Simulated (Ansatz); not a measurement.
The cluster S4 was relaxed with PBE0-D4 (def2-TZVP) in Ansatz in these states: neutral quintet, neutral triplet. The geometries follow in no particular order.

A:

```xyz
4

S     1.5083    0.0195   -1.1533
S    -1.5021   -0.0181    1.1503
S     2.2358   -1.1873    0.1007
S    -2.2420    1.1859   -0.0978
```

B:

Cartesian coordinates in Å:
```
S -1.354 0.932 -0.800
S 1.188 -0.594 0.714
S 0.167 1.488 0.182
S -0.001 -1.827 -0.096
```

**Question.** Judge from the bond lengths which geometry belongs to which state (an estimate).

**Answer.** A is the neutral quintet (S2–S3 4.055 Å, S2–S4 1.885 Å, S1–S3 1.886 Å); B is the neutral triplet (S2–S3 2.379 Å, S2–S4 1.895 Å, S1–S3 1.895 Å).

At PBE0-D4/def2-TZVP a broken-symmetry singlet lies 0.87 eV below the neutral quintet. At PBE0-D4/def2-TZVP a broken-symmetry singlet lies 0.29 eV below the neutral triplet. These are the stationary points nearest to one start from a short search; other shapes may lie lower in each state. The neutral quintet has come apart into loosely held pieces.
